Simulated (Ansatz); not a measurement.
The input, for Ansatz 0.2.0:

```yaml
crystal:
  periodic: [false, false, false]
  atoms:
    - {symbol: Si, position_ang: [0.000000, -0.085926, 0.595821]}
    - {symbol: B, position_ang: [0.000000, 0.089951, -1.333031]}
    - {symbol: H, position_ang: [0.000000, 1.095005, 1.517690]}
    - {symbol: H, position_ang: [0.000000, 1.201588, -1.778382]}
    - {symbol: H, position_ang: [0.000000, -0.867120, -2.043536]}
basis:
  gaussian: {orbitals: cc-pVDZ}
total_charge: 1
magnetization: {spin_polarized: true, initial_magnetization: 1}
hamiltonian: {xc: hf}
output: {orbitals: {seedname: orbitals}}
```

```sh
$ ansatz run in.yaml --threads 1 --pin off --events-out ev --progress --plain --max-ram 2393MiB
```

Output:

```
444 factors; integrals over basis functions are off by at most 1.4e-3 eV
mean field evaluation 1: about -8567.2131 eV, gradient 1.6e1 eV
mean field evaluation 2: about -8567.2766 eV, gradient 1.6e1 eV
mean field evaluation 4: about -8569.8805 eV, gradient 2.1e0 eV
mean field evaluation 8: about -8570.0923 eV, gradient 3.5e-1 eV
mean field evaluation 16: about -8570.1120 eV, gradient 2.0e-4 eV
mean field evaluation 32: about -8570.9710 eV, gradient 2.2e-5 eV
mean field -8570.97099563 eV, -314.9773744765 hartree, gradient 1.3e-5 eV, S^2 0.755789; 2 other end points of the search recorded, 0 dependent functions left out
reference -8570.97099563 eV, -314.9773744765 hartree; 11, 10 occupied and 36, 37 virtual orbitals, 444 factors
Total energy: -8570.97099563 eV, -314.9773744765 hartree
```

Ran on 1 thread of Arm Neoverse V2, shared host: 0.45 s wall, 0.08 GiB peak host memory.
